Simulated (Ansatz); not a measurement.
Molecule: NH$_{2}$, charge -1, multiplicity 1. Whether it binds its extra electron was not tested at this geometry. SMILES: [NH2-]
Coordinates optimised at B3LYP-D3(BJ)/def2-TZVP (Ansatz, a first-principles code):
```xyz
3

N     -0.0036     0.1120     0.0955
H      0.8078    -0.3747    -0.3249
H     -0.7828    -0.4094    -0.3435
```
Charge -1, spin multiplicity 1.

Question: Give the harmonic wavenumbers at B3LYP-D3(BJ)/def2-TZVP (Ansatz, finite differences of forces, unscaled).

Answer: 1526, 3191, 3255 cm⁻¹. Zero-point energy 11.4 kcal/mol.

Question: From these and the geometry, give the ideal-gas thermochemistry at 298.15 K and 1 atm (rigid rotor, harmonic oscillator).

Answer: Point group C2v, rotational symmetry number 2. Rotational constants 653.3, 396.1, 246.6 GHz. S(trans) 34.26, S(rot) 10.92, S(vib) 0.01, S(elec, spin only) 0.00, S 45.2 cal/(mol K). H(298) - H(0) 2.37 kcal/mol; G - E(el) 0.3 kcal/mol.
